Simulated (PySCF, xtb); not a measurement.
## Two structures of CH2OSi

We compare X, `C1O[Si]1`, a singlet, with Y, a singlet given by its coordinates. Both are isolated molecules in the gas phase, relaxed with B3LYP/6-31G*.

X (Å):

```yaml
atoms:
  - { symbol: C, position_ang: [-0.2735, 0.4735, 0.1394] }
  - { symbol: O, position_ang: [1.0626, 0.1864, -0.4219] }
  - { symbol: Si, position_ang: [-0.0691, -0.4042, -1.5131] }
  - { symbol: H, position_ang: [-0.4567, -0.0646, 1.0704] }
  - { symbol: H, position_ang: [-0.4702, 1.5439, 0.2143] }
```

Y (Å):

```yaml
atoms:
  - { symbol: C, position_ang: [-1.6859, -1.0790, -0.8104] }
  - { symbol: O, position_ang: [-1.7836, -1.7838, 0.0900] }
  - { symbol: Si, position_ang: [-1.5470, 0.3804, -2.0049] }
  - { symbol: H, position_ang: [-2.6481, -0.2250, -2.8469] }
  - { symbol: H, position_ang: [-0.3547, -0.2844, -2.6561] }
```

Close contacts (Å): C1–O2 1.15, C1–Si3 1.89, Si3–H4 1.51, Si3–H5 1.51.

Energies in hartree; the thermal terms are from GFN2-xTB frequencies at re-optimised GFN2-xTB minima (ideal gas, soft modes damped towards free rotors, one conformer each, 298.15 K, 1 atm) and include the zero-point energy:

|  | X | Y |
| --- | --- | --- |
| E, CCSD(T)/def2-TZVP | −403.367247 | −403.355935 |
| zero-point energy | 0.028952 | 0.021916 |
| H(298 K) − E | 0.033178 | 0.027310 |
| G(298 K) − E | 0.003958 | −0.003837 |

Problem. Work out ΔE, ΔE₀, ΔH and ΔG for X → Y in kJ/mol (1 Eh = 2625.50 kJ/mol) and the equilibrium ratio [Y]/[X].

Solution. 1. ΔE = −403.355935 − (−403.367247) = +0.011312 Eh = +29.70 kJ/mol.
2. ΔE₀ = ΔE + ΔZPE = +0.011312 + (−0.007036) Eh = +11.23 kJ/mol.
3. ΔH = ΔE + (−0.005868) Eh = +14.29 kJ/mol.
4. ΔG = ΔE + (−0.007795) Eh = +9.23 kJ/mol, so ΔS = (ΔH − ΔG)/T = +17.0 J/(mol K).
5. kT = 0.9442 mEh, so K = [Y]/[X] = exp(−ΔG/kT) = exp(−3.72) ≈ 0.024.

Structure X is favoured at this temperature. An error of 4 kJ/mol in ΔG would change K by a factor of 5. Large T1 diagnostics make the coupled-cluster value less sure. Mirror images and further conformers aren't counted.

Other levels gave ΔE = +115.7 (GFN2-xTB); +144.5 (HF/STO-3G, GFN2-xTB geometries); +38.9 (r2SCAN-D4/def2-SVP, GFN2-xTB geometries); +15.4 (B3LYP/6-31G*); +14.2 (HF/def2-TZVP); +37.4 (MP2/def2-TZVP) kJ/mol. The correlated steps freeze 7 core orbitals. Programs: PySCF 2.14.0, xtb 6.7.1 (Pople sets with spherical d functions).
